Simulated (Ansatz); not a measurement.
in.yaml

```yaml
crystal:
  periodic: [false, false, false]
  atoms:
    - {symbol: As, position_ang: [0.000000, 0.000000, 0.000000]}
    - {symbol: H, position_ang: [0.000000, 0.000000, 1.531400]}
basis:
  gaussian: {orbitals: aug-cc-pVDZ, point_charges: [{charge: -0.50, position_ang: [2.546, 0.371, 0.236]}]}
correlation: {active_space: {ras: {orbitals: [17, 0, 28], electrons: 34, max_holes: 2, max_particles: 2}, fixed_orbitals: true}}
```

```sh
$ ansatz run in.yaml --threads 1 --pin off --events-out ev --progress --plain --max-ram 2393MiB
```

Question: Roughly how long does this take on 1 thread of Intel Xeon, shared host, and how much host memory?

Answer: 1.9 min wall and 0.3 GiB.

```
509 factors; integrals over basis functions are off by at most 1.1e-3 eV
mean field evaluation 1: about -60808.8322 eV, gradient 6.0e0 eV
mean field evaluation 2: about -60808.8322 eV, gradient 6.0e0 eV
mean field evaluation 4: about -60809.0489 eV, gradient 4.8e-1 eV
mean field evaluation 8: about -60809.0507 eV, gradient 8.2e-5 eV
mean field evaluation 16: about -60808.9549 eV, gradient 2.6e0 eV
mean field evaluation 32: about -60808.1505 eV, gradient 2.3e-1 eV
mean field -60809.05065204 eV, -2234.6913936076 hartree, gradient 2.2e-6 eV, S^2 0.000000; 5 other end points of the search recorded, 0 dependent functions left out
reference -60809.05065204 eV, -2234.6913936076 hartree; 17, 17 occupied and 28, 28 virtual orbitals, 509 factors
state -60812.74484163 eV, -2234.8271525708 hartree
Total energy: -60812.74484163 eV, -2234.8271525708 hartree
```
